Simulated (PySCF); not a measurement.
Two probes of the same atoms: core binding energy and nuclear shielding

Compound: C₃H₄Cl₂.
Atom-mapped SMILES: `[CH3:1]/[C:2]([Cl:3])=[CH:4]\[Cl:5]`

Binding energies: delta-SCF UKS SCAN, pcX-2 on the ionised atom, pcseg-1 elsewhere, spin-free X2C (PySCF 2.14.0). Shieldings: GIAO HF/pcSseg-2, non-relativistic, same geometry.

| atom | C 1s (eV) |
| --- | --- |
| C1 | 291.46 |
| C2 | 292.29 |
| C4 | 291.91 |

Q: What are the absolute isotropic shieldings of these atoms?

A: 
```json
{"atom": "C1", "environment": "allylic carbon", "C 1s (eV)": "291.46", "isotropic shielding (ppm)": "171.1"}
{"atom": "C4", "environment": "vinylic C–Cl carbon", "C 1s (eV)": "291.91", "isotropic shielding (ppm)": "61.8"}
{"atom": "C2", "environment": "vinylic C–Cl carbon", "C 1s (eV)": "292.29", "isotropic shielding (ppm)": "41.0"}
```

Q: Among the listed atoms, is the one with the highest binding energy also the least shielded?

A: Yes: C2 has both (292.29 eV, 41.0 ppm).

By binding energy: C1 < C4 < C2. By shielding: C2 < C4 < C1.

Isolated species at its PBE0-D3(BJ)/def2-SVP geometry, gas phase.
